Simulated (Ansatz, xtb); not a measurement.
## C3H4Cl2: which of two isomers lies lower

We compare X, `ClC1(Cl)CC1`, a singlet, with Y, `Cl[C@@H]1C[C@H]1Cl`, a singlet. Both are isolated molecules in the gas phase, relaxed with B3LYP/def2-SVP.

X (Å):

```xyz
9

C    -1.8851   -1.3017   -0.1015
C    -1.1115   -0.3031   -0.9034
C    -0.4006   -1.2286    0.0702
Cl   -2.5710   -2.7101   -0.9395
Cl   -2.9189   -0.7093    1.2164
H    -1.0076   -0.4980   -1.9740
H    -1.2244    0.7493   -0.6300
H    -0.0284   -0.8078    1.0080
H     0.1884   -2.0551   -0.3360
```

Y (Å):

```yaml
atoms:
  - { symbol: C, position_ang: [-1.6256, -1.5625, 0.1590] }
  - { symbol: C, position_ang: [-1.6421, -0.1515, -0.3644] }
  - { symbol: C, position_ang: [-0.4666, -1.0512, -0.6362] }
  - { symbol: Cl, position_ang: [-2.6936, -2.7907, -0.5466] }
  - { symbol: Cl, position_ang: [1.0861, -0.7625, 0.1717] }
  - { symbol: H, position_ang: [-1.4801, -1.7157, 1.2308] }
  - { symbol: H, position_ang: [-2.2972, 0.0795, -1.2092] }
  - { symbol: H, position_ang: [-1.5206, 0.6518, 0.3677] }
  - { symbol: H, position_ang: [-0.3336, -1.4379, -1.6492] }
```

Quicker runs give these differences E(Y) − E(X): GFN2-xTB +4.09 kJ/mol; HF/STO-3G −10.07 kJ/mol (at GFN2-xTB geometries); r2SCAN-D4/def2-SVP −4.81 kJ/mol (at GFN2-xTB geometries).

Task: Estimate E(Y) − E(X) at the level CCSD(T)/def2-SVP + ΔMP2/def2-TZVPP.

Result: CCSD(T)/def2-SVP + ΔMP2/def2-TZVPP gives E(Y) − E(X) = −6.08 kJ/mol, favouring structure Y, but this leans on the basis-set step: CCSD(T) alone gives −4.09 kJ/mol.

How the difference moves with the method:

| level | geometry | E(Y) − E(X) (kJ/mol) | departure from the last row (kJ/mol) | job, with rough time for the two |
| --- | --- | --- | --- | --- |
| GFN2-xTB | GFN2-xTB | +4.09 | +10.17 | optimisation, 0.26 s |
| HF/STO-3G | GFN2-xTB | −10.07 | −3.99 | single point, 0.63 s |
| r2SCAN-D4/def2-SVP | GFN2-xTB | −4.81 | +1.27 | single point, 4.4 s |
| B3LYP/def2-SVP | B3LYP/def2-SVP | −7.74 | −1.66 | optimisation, 42 s |
| HF/def2-SVP | B3LYP/def2-SVP | −13.18 | −7.10 | part of the CCSD(T) run |
| MP2/def2-SVP | B3LYP/def2-SVP | −2.29 | +3.79 | part of the CCSD(T) run |
| CCSD(T)/def2-SVP | B3LYP/def2-SVP | −4.09 | +1.99 | single point |
| CCSD(T)/def2-SVP + ΔMP2/def2-TZVPP | B3LYP/def2-SVP | −6.08 |  | single point, 48 s |

As drawn, both hold the same kinds of bond in the same numbers.

GFN2-xTB puts the two in the other order. The largest departure from CCSD(T)/def2-SVP + ΔMP2/def2-TZVPP is that of GFN2-xTB, 10.17 kJ/mol. The last row adds to CCSD(T) the change of the MP2 difference between the two basis sets, here −1.99 kJ/mol.

With harmonic frequencies from B3LYP/def2-SVP (ideal gas, rigid rotor, one conformer each, 298.15 K, 1 atm): on the last row, ΔE + ΔZPE = −5.09, ΔH = −4.96, ΔG = −5.96 kJ/mol.

The correlated steps freeze 13 core orbitals. Mirror images aren't counted in ΔG. Codes used: Ansatz 0.2.0, xtb 6.7.1; the last row on 2 threads of Intel(R) Xeon(R) Processor @ 2.50GHz (Skylake/Cascade Lake) on a shared host.
